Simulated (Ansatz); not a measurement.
```xyz
14

C    -0.998   -0.486    1.919
S    -1.334   -0.362    0.161
C     0.244    0.393   -0.414
C     0.078    0.666   -1.895
N     1.434   -0.375   -0.176
H    -0.178   -1.176    2.130
H    -0.779    0.493    2.351
H    -1.899   -0.878    2.391
H     0.343    1.338    0.128
H    -0.049   -0.270   -2.445
H    -0.794    1.292   -2.084
H     0.970    1.167   -2.274
H     1.604   -0.508    0.812
H     1.359   -1.291   -0.604
```

The species carries charge 0 and has multiplicity 1.

Task: List the B3LYP/def2-TZVPP orbital energies in eV (Ansatz 0.2.0). (Estimate.)

Result: Ansatz gave: Occupied: -2417.35, -389.31, -278.34, -277.39, -276.65, -215.34, -159.92, -159.83, -159.67, -24.72, -21.32, -20.16, -17.55, -15.92, -13.94, -12.64, -12.19, -11.70, -11.49, -10.51, -10.09, -9.67, -8.98, -6.90, -6.02. Lowest empty: 0.57, 0.68, 1.60, 1.91, 2.20, 2.48, 2.76, 2.95.

B3LYP here is the variant with VWN-RPA as its local correlation; programs differ in this.
